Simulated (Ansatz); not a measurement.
C2H3F3 (1,1,1-trifluoroethane): from total energies to a heat of formation

The species is C2H3F3 (8 atoms), meant as a singlet with charge 0. SMILES: `CC(F)(F)F`. The shape is that of a PBE0-D4/def2-TZVP optimisation.

Total energies at HF/cc-pVDZ (Ansatz 0.2.0); the atoms run unrestricted:

| species | state | energy (Eh) |
| --- | --- | --- |
| C2H3F3 | singlet | -375.840221 |
| C | triplet | -37.686544 |
| F | doublet | -99.375240 |
| H | doublet | -0.499278 |

Harmonic wavenumbers at PBE0-D4/def2-TZVP, in cm⁻¹: 227, 365, 365, 544, 544, 606, 849, 978, 978, 1243, 1243, 1297, 1431, 1476, 1476, 3088, 3180, 3181.

Measured heats of formation of the gaseous atoms at 298.15 K, in kJ/mol: C 716.9, F 79.4, H 218.0. Spin-orbit lowering of the atoms at 298 K (mean of the ground term's levels less their thermal mean, from spectra), in kJ/mol: C 0.02, F 1.29. Take 1 Eh = 2625.50 kJ/mol, 1 cm⁻¹ = 0.0119627 kJ/mol, RT = 2.479 kJ/mol.

Problem. What heat of formation follows?

Solution. 
1. Electronic atomisation energy: 2 × (-37.686544) + 3 × (-99.375240) + 3 × (-0.499278) − (-375.840221) = 0.843579 Eh = 2214.8 kJ/mol.
2. Zero-point energy: half the sum of the wavenumbers, 11535.5 cm⁻¹ = 138.0 kJ/mol.
3. Thermal vibrational enthalpy, Σ hcν̃/(exp(hcν̃/kT) − 1): 5.1 kJ/mol. Translation, rotation and pV of a non-linear molecule: 4 RT = 9.9 kJ/mol.
4. The 8 free atoms carry 5/2 RT each: 49.6 kJ/mol.
5. Spin-orbit coupling lowers the free atoms by 2 × 0.02 + 3 × 1.29 = 3.9 kJ/mol.
6. Atomisation enthalpy at 298 K: 2214.8 − 3.9 − 138.0 − 5.1 − 9.9 + 49.6 = 2107.5 kJ/mol.
7. Sum of the atoms' heats of formation: 2326.0 kJ/mol. Heat of formation: 2326.0 − 2107.5 = +218.5 kJ/mol.

The tabulated value is -744.6 kJ/mol (CRC Handbook of Chemistry and Physics), so this level is off by +963.1 kJ/mol, or 31.4 % of the atomisation enthalpy that the table implies (3070.5 kJ/mol). Hartree–Fock leaves out correlation, which is larger in the molecule than in the atoms, so it underbinds and puts the heat of formation too high. Anharmonicity and any spin-orbit splitting of the molecule are left out.
